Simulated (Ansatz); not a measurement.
Name a neutral molecule of C, F, N and H with HOMO energy (B3LYP/def2-TZVPP) between -6.50 and -6.20 eV and size of the dipole moment (PBE/def2-TZVPP) between 2.55 and 2.85 D (Ansatz, PBE0-D4/def2-TZVP geometry).

`FCC1=C(F)N1` (-6.45 eV, 2.78 D); `NC=C=CF` (-6.30 eV, 2.79 D). Other molecules can fit too; these were computed, each in one conformer that needn't be the lowest.

B3LYP here is the variant with VWN-RPA as its local correlation; programs differ in this.
